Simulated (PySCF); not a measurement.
Molecule: SMILES [C@H]12[C@@H](F)[C@H]1CC2, C$_{5}$H$_{7}$F.

Structure with atom numbers: `[F:1][C@H:2]1[C@H:3]2[CH2:4][CH2:5][C@@H:6]12`; H(Xn) means a hydrogen on atom n. Ha(C4), Ha(C5) are cis to C2 on the ring; Hb(C4), Hb(C5) are trans to C2 on the ring.

Geometry PBE0-D3(BJ)/def2-SVP throughout; GIAO in PySCF 2.14.0 with density-fitted response routines, gas phase, one conformer, non-relativistic; equivalent atoms averaged; basis pcSseg-1.

**Question.** How do the absolute shieldings σ depend on the functional? (ppm; last column core-seconds on shared hosts with different chips, so compare them loosely; the GGAs took longer than the global hybrids here, which isn't the general rule, and the cause wasn't traced)

**Answer.** 
| functional | kind | F1 | C2 | C4/C5 | C3/C6 | H(C2) | Hb(C4)/Hb(C5) | Ha(C4)/Ha(C5) | H(C3)/H(C6) | core-s |
| --- | --- | --- | --- | --- | --- | --- | --- | --- | --- | --- |
| HF | Hartree–Fock | 461.6 | 124.5 | 174.4 | 174.8 | 27.56 | 29.63 | 29.91 | 30.25 | 8.9 |
| LDA | LDA | 428.1 | 98.7 | 162.9 | 157.2 | 26.27 | 28.66 | 28.98 | 29.25 | 21 |
| PBE | GGA | 421.7 | 100.9 | 160.3 | 157.1 | 26.75 | 29.07 | 29.34 | 29.65 | 26 |
| BLYP | GGA | 419.7 | 95.2 | 154.5 | 151.9 | 26.95 | 29.25 | 29.48 | 29.81 | 26 |
| BP86 | GGA | 422.5 | 100.4 | 159.8 | 156.5 | 26.81 | 29.14 | 29.40 | 29.72 | 26 |
| OPBE | GGA | 420.7 | 109.4 | 165.3 | 162.9 | 26.80 | 29.11 | 29.38 | 29.71 | 27 |
| KT2 | GGA | 422.1 | 107.1 | 162.1 | 159.8 | 26.73 | 28.95 | 29.22 | 29.60 | 27 |
| KT3 | GGA | 418.4 | 107.2 | 160.5 | 159.2 | 26.94 | 29.13 | 29.38 | 29.76 | 28 |
| B97-D | GGA | 422.4 | 101.7 | 158.3 | 156.6 | 26.99 | 29.29 | 29.52 | 29.86 | 26 |
| B3LYP | global hybrid | 430.5 | 101.9 | 159.6 | 157.2 | 27.05 | 29.28 | 29.53 | 29.86 | 19 |
| PBE0 | global hybrid | 434.1 | 108.6 | 165.8 | 163.1 | 26.93 | 29.16 | 29.44 | 29.76 | 9.5 |
| mPW1PW91 | global hybrid | 433.7 | 107.6 | 164.8 | 162.1 | 26.99 | 29.22 | 29.49 | 29.81 | 9.5 |
| WP04 | global hybrid | 421.1 | 93.0 | 150.1 | 148.3 | 27.33 | 29.58 | 29.72 | 30.01 | 9.6 |
| B97-2 | global hybrid | 432.0 | 108.5 | 164.3 | 162.4 | 27.05 | 29.28 | 29.54 | 29.87 | 9.3 |
| BHandHLYP | global hybrid | 443.8 | 110.6 | 165.6 | 164.0 | 27.21 | 29.35 | 29.61 | 29.94 | 9.3 |
| CAM-B3LYP | range-separated hybrid | 437.4 | 105.3 | 164.3 | 161.2 | 27.00 | 29.25 | 29.50 | 29.80 | 13 |
| wB97X-D | range-separated hybrid | 436.2 | 108.2 | 166.4 | 163.4 | 27.07 | 29.33 | 29.58 | 29.88 | 12 |
| LC-wPBE | range-separated hybrid | 441.2 | 111.8 | 172.3 | 168.1 | 27.00 | 29.32 | 29.58 | 29.82 | 17 |

**Question.** Which nucleus moves most, in ppm?

**Answer.** F1 (fluorine on an sp3 carbon): from 418.4 ppm with KT3 to 461.6 ppm with HF. The smallest spread is 0.92 ppm, at Ha(C4)/Ha(C5). Proton shifts span only some 12 ppm, so a few tenths of a ppm matter as much there as several ppm in carbon.
